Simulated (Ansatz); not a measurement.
# Worked example: correlation energy of B2H⁺, triplet

Geometry: that of the B2H, quartet, kept fixed.

```yaml
atoms:
  - { symbol: B, position_ang: [0.0000, 0.0000, 0.1141] }
  - { symbol: B, position_ang: [0.0000, 0.0000, -1.4064] }
  - { symbol: H, position_ang: [0.0000, 0.0000, 1.2923] }
```

Basis 6-31G; Ansatz 0.2.0. Only valence electrons are correlated (noble-gas cores frozen), which leaves 6 electrons in 18 orbitals. Prefix R: restricted or restricted open-shell reference; prefix U: unrestricted.

Full CI is exact within this basis and frozen core; it isn't the basis-set limit. The frozen core follows each run's orbitals, which can shift R against U totals by a few meV.

Runs differ by some tens of microhartree through their thresholds and, for an open shell, their frozen cores, so steps under 0.1 kcal/mol mean nothing.

| level | total energy (hartree) |
| --- | --- |
| UHF | -49.460166 |
| UMP2 | -49.508425 |
| UCCSD | -49.528169 |
| UCCSD(T) | -49.529392 |
| UCCSDT | -49.529959 |
| UCCSDT(Q) | -49.530002 |
| UCCSDTQ | -49.530018 |
| full CI | -49.530015 |

Q: What is the correlation energy at full CI, and what share of it do UMP2 and UCCSD(T) recover?

A: E(corr) = -49.530015 − (-49.460166) = -0.069849 hartree = -1.901 eV. UMP2: -0.048259 / -0.069849 = 69.09 %. UCCSD(T): -0.069226 / -0.069849 = 99.11 %.

Q: By how many kcal/mol does UCCSD(T) miss full CI (1 hartree = 627.509 kcal/mol), and which steps make up the rest?

A: -49.529392 − (-49.530015) = 0.000623 hartree = 0.39 kcal/mol. Steps: UCCSDT − UCCSD(T) = -0.36, UCCSDT(Q) − UCCSDT = -0.03, UCCSDTQ − UCCSDT(Q) = -0.01, full CI − UCCSDTQ = 0.00 kcal/mol. That is within 1 kcal/mol of the reference in this basis, which itself misses far more of the correlation at the basis-set limit.
